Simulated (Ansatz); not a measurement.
# PH4+ (triplet): wave-function methods side by side, def2-QZVPP

One table from this session's results is given with a row withheld; the runs are named, their logs left out.

Computed with Ansatz 0.2.0, Gaussian basis. Level: def2-QZVPP, core rule «outside noble gas», up to 5 orbitals frozen.

Plan: UHF; ROHF; CCSD(T) on UHF.

2 further runs of the same task are left out: 2 set aside as unsound or not needed.

## The geometry

The geometry is a PBE0/def2-TZVP stationary point (not a proven minimum) of the parent state, kept for this charge and spin.

5 atoms, charge 1, spin multiplicity 3.

Atoms are counted from 1 here; the program's logs count them from 0.

Bond lengths: P1–H2 1.401 Å, P1–H3 1.401 Å, P1–H4 1.401 Å, P1–H5 1.401 Å. Angles: H2–P1–H3 109.5°, H2–P1–H4 109.5°, H2–P1–H5 109.5°, H3–P1–H4 109.5°, H3–P1–H5 109.5°, H4–P1–H5 109.5°.

The first run:

The input, in.yaml:

```yaml
crystal:
  periodic: [false, false, false]
  atoms:
    - {symbol: P, position_ang: [0.000000, 0.000000, 0.000000]}
    - {symbol: H, position_ang: [0.807173, 0.810283, 0.808501]}
    - {symbol: H, position_ang: [-0.810979, -0.806178, 0.808796]}
    - {symbol: H, position_ang: [-0.806323, 0.807018, -0.812604]}
    - {symbol: H, position_ang: [0.810129, -0.811123, -0.804693]}
basis:
  gaussian: {orbitals: "def2-QZVPP.json"}
total_charge: 1
magnetization: {spin_polarized: true, initial_magnetization: 2}
hamiltonian: {xc: hf}
output: {orbitals: {seedname: orbitals}}
```

On the command line:

```sh
ansatz run in.yaml --threads 1 --pin off --events-out ev --progress --plain --max-ram 2393MiB
```

Steps of the session up to this table: UHF; ROHF; CCSD(T) on UHF.

One of the session's tables, all rows but one given; the rest of the session is left out.

| method | from UCCSD(T) (meV) |
| --- | --- |
| ROHF | +5419.7 |
| UHF | +5356.1 |
| UMP2 | ? |
| UCCSD | +202.6 |
| UCCSD(T) | 0 |

**Question.** Estimate the row for UMP2.

**Answer.** from UCCSD(T) (meV): +950.4. In the column «from UCCSD(T) (meV)» it lies between UCCSD (+202.6) and UHF (+5356.1).
